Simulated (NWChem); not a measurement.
carbon tetrachloride (CCl4); SMILES ClC(Cl)(Cl)Cl

Computed with NWChem. The geometry was optimised at PBE0/def2-SVP. Level: PBE0/def2-SVP with SMD (1 M gas to 1 M solution), gas-phase geometry.

For solvent water:

* **solvation free energy (kcal/mol)**: 1.1
* **cavity-dispersion-structure term (kcal/mol)**: 1.5

### Question
What are these values for solvent n-hexane?

### Answer
| Property | Result |
|---|---|
| solvation free energy (kcal/mol) | -3.7 |
| cavity-dispersion-structure term (kcal/mol) | -3.5 |
